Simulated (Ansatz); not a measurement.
# CH₄BN (SMILES B1CN1): one structure at several levels

The task here is to estimate one member of a computed series from the others.

The runs use Ansatz 0.2.0, Gaussian basis; single points in def2-TZVPP.

Correlated methods freeze the cores. B3LYP uses VWN-RPA correlation.

## Where the work starts

SMILES `B1CN1`, 7 atoms, charge 0, spin multiplicity 1.

Atoms are counted from 1 here; the program's logs count them from 0.

Bond lengths: B1–C2 1.595 Å, B1–N3 1.337 Å, B1–H4 1.174 Å, C2–N3 1.462 Å, C2–H5 1.146 Å, C2–H6 1.032 Å, N3–H7 0.993 Å. Angles: C2–B1–N3 59.1°, C2–B1–H4 154.2°, N3–B1–H4 146.6°, B1–C2–N3 51.7°, B1–C2–H5 119.7°, B1–C2–H6 122.4°, N3–C2–H5 111.9°, N3–C2–H6 114.2°, H5–C2–H6 116.9°, B1–N3–C2 69.3°, B1–N3–H7 156.0°, C2–N3–H7 134.7°.

Geometry (Å):

```csv
atom,x (Å),y (Å),z (Å)
B1,-0.83040,-0.39390,-0.35180
C2,0.15220,0.73340,0.20210
N3,0.41580,-0.69450,0.02940
H4,-1.83290,-0.78490,-0.82030
H5,0.75670,1.37140,-0.53400
H6,0.13680,1.04460,1.18570
H7,1.18690,-1.29030,0.22020
```

Set-up of the first run:

Contents of run/in.yaml:

```yaml
crystal:
  periodic: [false, false, false]
  atoms:
    - {symbol: B, position_ang: [-0.830400, -0.393900, -0.351800]}
    - {symbol: C, position_ang: [0.152200, 0.733400, 0.202100]}
    - {symbol: N, position_ang: [0.415800, -0.694500, 0.029400]}
    - {symbol: H, position_ang: [-1.832900, -0.784900, -0.820300]}
    - {symbol: H, position_ang: [0.756700, 1.371400, -0.534000]}
    - {symbol: H, position_ang: [0.136800, 1.044600, 1.185700]}
    - {symbol: H, position_ang: [1.186900, -1.290300, 0.220200]}
basis:
  gaussian: {orbitals: def2-TZVPP}
correlation: {method: ccsd_t}
output: {forces: true}
```

The command line of these runs was not kept.

Among the steps run: CCSD(T)/def2-TZVPP; PBE0-D4/def2-TZVPP; wB97M-V/def2-TZVPP; r2SCAN-D4/def2-TZVPP; PBE-D4/def2-TZVPP; HSE06-D4/def2-TZVPP; B3LYP-D4/def2-TZVPP.

One table of the session follows, with a row left open; its other results are not shown here.

| method | RMS force component (eV/Å) | angle to CCSD(T) forces (°) | dipole (D) |
| --- | --- | --- | --- |
| CCSD(T) | 0.979 | reference | 1.28 |
| PBE0-D4 | 1.006 | 15.2 | 1.26 |
| wB97M-V | 0.972 | 9.9 | 1.24 |
| r2SCAN-D4 | 0.983 | 10.5 | 1.28 |
| PBE-D4 | ? | ? | ? |
| HSE06-D4 | 1.005 | 15.0 | 1.26 |
| B3LYP-D4 | 0.967 | 10.3 | 1.23 |

Estimate the missing values for PBE-D4.

The run gave: RMS force component (eV/Å): 1.001; angle to CCSD(T) forces (°): 11.4; dipole (D): 1.34. In the column «RMS force component (eV/Å)» it lies between r2SCAN-D4 (0.983) and HSE06-D4 (1.005).
